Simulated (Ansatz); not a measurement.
```yaml
crystal:
  periodic: [false, false, false]
  atoms:
    - {symbol: Ge, position_ang: [0.000000, 0.000000, 0.000000]}
    - {symbol: Li, position_ang: [0.000000, 0.000000, 2.306400]}
basis:
  gaussian: {orbitals: def2-TZVPD}
total_charge: -1
hamiltonian: {xc: pbe0}
relax: {f_tol: 0.004, max_steps: 80}
```

```sh
$ ansatz run in.yaml --threads 1 --pin off --events-out ev --progress --plain --max-ram 2176MiB
```

Steps of the relaxation (energy above the last step; positions in Å, forces in eV/Å):

```
2
step 1, 90.4 meV
Ge    0.000    0.000    0.000    0.000    0.000   -0.983
Li    0.000    0.000    2.306    0.000    0.000    0.983
```

```
2
step 2, 1.2 meV
Ge    0.000    0.000   -0.089    0.000    0.000   -0.093
Li    0.000    0.000    2.396    0.000    0.000    0.093
```

```
2
step 3, 0.0 meV
Ge    0.000    0.000   -0.104    0.000    0.000    0.012
Li    0.000    0.000    2.411    0.000    0.000   -0.012
```

```
2
step 4, 0.0 meV
Ge    0.000    0.000   -0.103    0.000    0.000    0.001
Li    0.000    0.000    2.409    0.000    0.000   -0.001
```

Close pairs at the end: Ge1–Li2 2.511 Å.

A stationary point of restricted PBE0 after 4 steps (its stability towards spin polarisation wasn't tested). 12 s on 1 thread of Arm Neoverse V2, shared host.
